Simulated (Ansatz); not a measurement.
BFH$_{4}$Si (`B[SiH2]F`). Total charge 0; spin multiplicity 1. All single points use the PBE0-D4/def2-TZVP geometry.

```xyz
7

B    -0.008   -0.966   -0.719
Si    0.007    0.639    0.475
F     1.357    1.505    0.372
H     0.888   -1.266   -1.449
H    -0.976   -1.670   -0.703
H    -0.142    0.218    1.896
H    -1.127    1.541    0.127
```

**Question.** What is the dipole moment at B3LYP/def2-TZVPP? (Estimate.)

**Answer.** Ansatz gave: 1.42 D, with components (-0.98, -1.01, -0.21) D in this frame, pointing from negative to positive charge.

**Question.** And with PBE, r2SCAN, ωB97M-V? (Estimate.)

**Answer.** The calculation gave: PBE 1.30 D, r2SCAN 1.35 D, ωB97M-V 1.41 D.

**Question.** Give the Mulliken charges with B3LYP, PBE, ωB97M-V in def2-TZVPP. (Best estimate.)

**Answer.** The calculation gave: 
```tsv
atom	B3LYP	PBE	ωB97M-V
B1	-0.09	-0.07	-0.18
Si2	0.48	0.42	0.41
F3	-0.34	-0.29	-0.33
H4	0.06	0.05	0.10
H5	0.05	0.04	0.09
H6	-0.09	-0.07	-0.05
H7	-0.09	-0.07	-0.05
```

B3LYP here is the variant with VWN-RPA as its local correlation; programs differ in this.
